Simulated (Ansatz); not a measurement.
**Nudged elastic band run: CH$_{3}$O, charge -1**

Input file:

```yaml
crystal:
  periodic: [false, false, false]
  atoms:
    - { symbol: C, position_ang: [0.033665, -0.027156, -0.008261] }
    - { symbol: O, position_ang: [1.043061, -0.841445, -0.255907] }
    - { symbol: H, position_ang: [-1.019622, -0.473183, -0.097088] }
    - { symbol: H, position_ang: [-0.053565, 0.900798, -0.677248] }
    - { symbol: H, position_ang: [-0.003549, 0.440997, 1.038495] }
total_charge: -1
basis:
  gaussian: { orbitals: def2-TZVP }
hamiltonian:
  xc: b3lyp
  dispersion: d4
neb:
  order_check: false
  images: 4
  f_tol: 0.05
  max_iterations: 60
  climbing: false
  final_atoms:
    - { symbol: C, position_ang: [-0.25262174, 0.47218597, 0.13390381] }
    - { symbol: O, position_ang: [0.2629589, -0.92023249, -0.25428265] }
    - { symbol: H, position_ang: [-0.56248987, -1.39137658, -0.35648005] }
    - { symbol: H, position_ang: [0.25160197, 1.14467435, -0.60100554] }
    - { symbol: H, position_ang: [0.30054073, 0.69475976, 1.07785543] }
  initial_path:
    images:
      - { positions_ang: [[0.033665, -0.027156, -0.008261], [1.043061, -0.841445, -0.255907], [-1.019622, -0.473183, -0.097088], [-0.053565, 0.900798, -0.677248], [-0.003549, 0.440997, 1.038495]] }
      - { positions_ang: [[-0.01512279, 0.04710927, 0.01305877], [0.8595299, -0.86624598, -0.25718646], [-0.88583682, -0.65531657, -0.14981051], [-0.00447404, 0.96860213, -0.66637292], [0.04589375, 0.50586216, 1.06030212]] }
      - { positions_ang: [[-0.06391058, 0.12137453, 0.03437855], [0.67599881, -0.89104696, -0.25846592], [-0.75205164, -0.83745015, -0.20253302], [0.04461691, 1.03640626, -0.65549784], [0.09533649, 0.57072731, 1.08210924]] }
      - { positions_ang: [[-0.12116793, 0.22124293, 0.06281151], [0.51997839, -0.90680446, -0.25814105], [-0.66062521, -1.02108886, -0.25441143], [0.10565031, 1.08518153, -0.64024935], [0.15615444, 0.62147987, 1.08998132]] }
      - { positions_ang: [[-0.18689483, 0.34671445, 0.09835766], [0.39146864, -0.91351847, -0.25621185], [-0.61155754, -1.20623272, -0.30544574], [0.17862614, 1.11492794, -0.62062744], [0.22834759, 0.65811981, 1.08391838]] }
      - { positions_ang: [[-0.25262174, 0.47218597, 0.13390381], [0.2629589, -0.92023249, -0.25428265], [-0.56248987, -1.39137658, -0.35648005], [0.25160197, 1.14467435, -0.60100554], [0.30054073, 0.69475976, 1.07785543]] }
```

Run as:

```bash
$ ansatz run input.yaml --threads 1 --pin off --max-ram 2048MiB --backend cpu --events-out ev --progress --plain --runs-dir out
```

Output, in part (warnings, iteration lines, the closing report on the highest movable image, with atoms numbered from 0):

```
NEB end point (image 0): max|allowed force component| = 1.579e-2 eV/Å (the criterion of neb.relax_end_points is 1.000e-2)
NEB end point (image 5): max|allowed force component| = 1.838e-2 eV/Å (the criterion of neb.relax_end_points is 1.000e-2)
NEB iter   1: max|band force component| = 5.588e0 eV/Å  barrier→ = 3.2242 eV  barrier← = 1.6775 eV  Δτ_max = 0.0773 Å  (152 SCF iters)
NEB iter   2: max|band force component| = 2.518e0 eV/Å  barrier→ = 2.7657 eV  barrier← = 1.2190 eV  Δτ_max = 0.0672 Å  (118 SCF iters)
NEB iter   3: max|band force component| = 1.445e0 eV/Å  barrier→ = 2.5667 eV  barrier← = 1.0200 eV  Δτ_max = 0.0377 Å  (118 SCF iters)
NEB iter   4: max|band force component| = 5.368e-1 eV/Å  barrier→ = 2.5108 eV  barrier← = 0.9641 eV  Δτ_max = 0.0186 Å  (121 SCF iters)
NEB iter   5: max|band force component| = 7.629e-2 eV/Å  barrier→ = 2.5026 eV  barrier← = 0.9559 eV  Δτ_max = 0.0030 Å  (123 SCF iters)
NEB iter   6: max|band force component| = 1.592e-2 eV/Å  barrier→ = 2.5026 eV  barrier← = 0.9558 eV  Δτ_max = 0.0000 Å  (308 SCF iters)
Total energy: -3130.97323352 eV, -115.0611440819 hartree
Atom 0 at    -0.181132     0.296137     0.084634 Å, force    -0.267482     0.488785     0.138784 eV/Å
Atom 1 at     0.530011    -1.050507    -0.296988 Å, force    -0.598295     0.056396     0.032552 eV/Å
Atom 2 at    -0.561930    -0.908929    -0.227186 Å, force     0.468247    -0.854261    -0.242560 eV/Å
Atom 3 at     0.081073     1.065571    -0.653048 Å, force     0.198408     0.157991     0.022767 eV/Å
Atom 4 at     0.131969     0.597739     1.092581 Å, force     0.199123     0.151090     0.048457 eV/Å
Dipole moment:     0.089721     0.020075     0.002769 e Å
```

It converged. Neighbouring images differ by up to 1.5 eV, so the band resolves the path poorly. No image climbed, so the highest image needn't sit at the top of the path. The orbitals stay closed-shell, which can raise the energy where a bond breaks towards radicals; this wasn't checked here. Limits of this set-up: an anion without diffuse functions, the dipole of an ion depends on the origin.

Final band (atoms are numbered from 1 in the order of the input):

| image | path coordinate (Å) | energy (eV) | C1–H3 (Å) | O2–H3 (Å) |
| --- | --- | --- | --- | --- |
| 0 | 0.00 | 0.00 | 1.15 | 2.10 |
| 1 | 0.33 | 0.61 | 1.10 | 1.79 |
| 2 | 0.67 | 2.06 | 1.12 | 1.45 |
| 3 | 1.00 | 2.50 | 1.30 | 1.10 |
| 4 | 1.34 | 1.87 | 1.63 | 0.96 |
| 5 | 1.67 | 1.55 | 1.95 | 0.96 |

The run took 31 s on 1 thread of Arm Neoverse V1, on a shared host, peak memory 0.11 GiB.
